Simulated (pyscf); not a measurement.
Elementary routes open to H₃C–InH₂ + silanol (HO–SiH₃) in the gas phase (singlet surface):
A. H₃C–InH–O–SiH₃ + hydrogen (H₂) (H–In, H–O broken; In–O, H–H formed)
B. methane (CH₄) + H₃Si–O–InH₂ (C–In, H–O broken; C–H, In–O formed)

Structures and frequencies: ωB97X-D3(BJ)/def2-SVP in PySCF.

Problem. Rank the routes by free-energy barrier at 600 K, lowest first, for ωB97M-D3(BJ)/def2-TZVP energies (ideal gas, 1 atm, RRHO with modes under 100 cm⁻¹ raised to 100, one conformer, R ln 2 for chiral ones without a mode under 150 cm⁻¹).

Solution. A (31.7 kcal/mol), B (32.6 kcal/mol)

Route A is the fastest of these, ahead of the next by 0.8 kcal/mol. The most stable products are those of B (ΔG = -16.2 kcal/mol), whose barrier is 0.8 kcal/mol higher: the kinetic and the thermodynamic product differ. At 1200 K A is still the fastest. A: On the reactant side the descent ends in an adduct with a In–O contact, 13.5 kcal/mol under the separated species and 19.4 kcal/mol under the saddle at ωB97X-D3(BJ)/def2-TZVP. B: On the reactant side the descent ends in an adduct with a In–O contact, 13.3 kcal/mol under the separated species and 20.8 kcal/mol under the saddle at ωB97X-D3(BJ)/def2-TZVP. On the product side the descent ends in a complex (not fully relaxed), 4.2 kcal/mol under the separated species and 34.0 kcal/mol under the saddle at ωB97X-D3(BJ)/def2-TZVP. Only these routes are compared; each barrier is that of the saddle found, and lower ones may exist. Elements past Kr carry the def2 core potentials, without spin-orbit coupling.
